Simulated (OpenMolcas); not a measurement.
## OpenMolcas input wanted

SiHOF has 4 atoms, charge 0, and is taken as a singlet. As SMILES, `O[Si]F`. The coordinates come from a GFN2-xTB relaxation.

```xyz
4

O     0.0000    0.0000    0.0000
Si    0.0000    0.0000    1.6070
F     1.6288    0.0000    1.8594
H     0.7766    0.0007   -0.5648
```

Settings wanted:

| Setting | Value |
| --- | --- |
| method | SOS-MP2 |
| reference | RHF |
| relativity | none |
| integral approximation | CD high |
| basis set | 6-31G |
| task | energy |
| frozen core orbitals | 7 |
| nucleus | point |
| d and f functions | spherical |

Q: Give an OpenMolcas 26.06 job that does this.

A: One that was run (others would do as well):

calc.inp:
```
&GATEWAY
  XBAS
  O.6-31G
  Si.6-31G
  F.6-31G
  H.6-31G
  End of Basis
  ZMAT
  O1
  Si2 1 1.606969
  F3 2 1.648269 1 98.80841
  H4 1 0.960242 2 126.02899 3 -0.04924
  End of ZMAT

&SEWARD
  High

&SCF
  PrOrbitals=1 1

&MBPT2
  SOSMP2
  Frozen=7
```

```bash
$ export MOLCAS_MEM=1860
$ pymolcas calc.inp > calc.log
```

Calculated total energy: -464.05343 Eh.
